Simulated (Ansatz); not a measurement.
# Cl4Ti (TiCl4): the cost of one run

Computed with Ansatz 0.2.0, Gaussian basis. Level: the settings change from run to run.

### 1 The geometry

The geometry comes from an earlier relaxation with PBE-D4/def2-SVP; it is a stationary point.

5 atoms, charge 0, spin multiplicity 1.

Atoms are counted from 1 here; the program's logs count them from 0.

Bond lengths: Ti1–Cl2 2.173 Å, Ti1–Cl3 2.173 Å, Ti1–Cl4 2.173 Å, Ti1–Cl5 2.173 Å. Angles: Cl2–Ti1–Cl3 109.5°, Cl2–Ti1–Cl4 109.5°, Cl2–Ti1–Cl5 109.5°, Cl3–Ti1–Cl4 109.5°, Cl3–Ti1–Cl5 109.5°, Cl4–Ti1–Cl5 109.5°.

### 2 wB97M-V/cc-pVDZ

Set apart from the defaults: charge -1, multiplicity 2, restricted open-shell orbitals, atoms shaken by 0.15 Å, the search for lower states set to full.

The input, in.yaml:

```yaml
crystal:
  periodic: [false, false, false]
  atoms:
    - {symbol: Ti, position_ang: [0.020491, -0.191327, 0.138863]}
    - {symbol: Cl, position_ang: [-0.002338, 0.080026, 2.071615]}
    - {symbol: Cl, position_ang: [2.338346, 0.145810, -0.816076]}
    - {symbol: Cl, position_ang: [-1.175260, 1.901519, -0.743587]}
    - {symbol: Cl, position_ang: [-0.922195, -2.039708, -0.775849]}
basis:
  gaussian: {orbitals: cc-pVDZ}
total_charge: -1
magnetization: {spin_polarized: false, initial_magnetization: 1}
hamiltonian: {xc: {name: wB97M-V}}
scf: {lower_state_search: full}
output: {forces: true}
```

Command:

```console
$ ansatz run in.yaml --threads 2 --pin off --events-out ev --progress --plain --max-ram 4352MiB
```

**Question.** How long does this run take on 2 threads of Intel Xeon 6975P-C, shared host, and how much memory does it need?

About 2.4 min, with a peak of 1 GiB.
